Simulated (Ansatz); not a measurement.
Scan of H2Se, singlet

Starting geometry (PBE0/def2-TZVP stationary point for this spin, not checked as a minimum):

```xyz
3

Se    0.0000   -0.0256    0.0000
H     0.0000    1.0009   -1.0478
H     0.0000    1.0009    1.0478
```

From there H3 moves along the line of the two atoms named below, all else staying in place; atoms are numbered as listed. Energies are in eV, counted from the starting geometry at the same level. Kohn–Sham curves are unrestricted where that lies lower.

Basis 6-31G (Cartesian d functions); Ansatz 0.2.0. Only valence electrons are correlated (noble-gas cores and the filled d shells of p-block atoms frozen). Active spaces: valence = (8e, 6o) chosen from the atoms' valence shells. No spin–orbit coupling is included, and no scalar relativity.

Unrestricted Kohn–Sham rows aren't spin-pure: their determinants' ⟨S²⟩ exceeds S(S+1) by up to 1.00, so they mix in states of higher spin. Runs in a small pair space aren't shown, since their orbitals change along the scan.

Full CI is exact within this basis and frozen core; it isn't the basis-set limit.

```tsv
distance Se1-H3 (Å)	full CI	curve A	curve B	curve C	curve D
1.146	2.199	2.198	2.086	2.108	2.214
1.349	0.263	0.263	0.221	0.237	0.269
1.467	0.000	0.000	0.000	0.000	0.000
1.618	0.092	0.092	0.160	0.129	0.085
1.758	0.384	0.385	0.537	0.470	0.374
1.976	0.963	0.967	1.297	1.162	0.951
2.305	1.777	1.782	2.444	2.220	1.766
2.647	2.354	2.357	3.013	2.841	2.345
3.229	2.772	2.751	3.289	3.249	2.763
3.992	2.878	2.814	3.352	3.366	2.868
4.888	2.892	2.800	3.364	3.388	2.882
```

(1) The curves come from BCCD(T), NEVPT2 (valence space), r2SCAN, wB97X-V. Compare each with full CI and say which is which.

In so small a basis the reference is far from its limit while semilocal and hybrid functionals are nearer theirs, so the functionals' errors here hold much of the reference's basis and frozen-core error, which can add to them or hide them.

## Answers

(1) A: BCCD(T), B: wB97X-V, C: r2SCAN, D: NEVPT2 (valence space). Spread of the error against full CI, over the points where both stand: A 0.098, B 0.781, C 0.587, D 0.027 eV. r2SCAN at 4.888 Å lies 0.496 eV (17 %) above the reference in this basis. wB97X-V at 4.888 Å lies 0.472 eV (16 %) above the reference in this basis. The program flagged some runs of BCCD(T) as in doubt.
